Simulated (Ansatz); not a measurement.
A calculation with Ansatz (development build ahead of 0.2.0).

```yaml
crystal:
  periodic: [false, false, false]
  atoms:
    - { symbol: O, position_ang: [0.0, 0.0, 0.0] }
    - { symbol: P, position_ang: [0.0, 1.9888, 1.526] }
    - { symbol: P, position_ang: [0.0, -1.9888, 1.526] }
basis:
  gaussian: { orbitals: pcseg-2 }
magnetization:
  spin_polarized: true
hamiltonian:
  xc: { name: wB97X }
```

The input is written out in the form of the current development build from the run's settings.

Output:

| Property | Result |
| --- | --- |
| Converged | yes |
| Total energy | -757.63787 hartree |
| Spin squared of the determinant | 2.901 |
| Stability test | minimum |

Caution: the unrestricted determinant is a mixture of spin states.
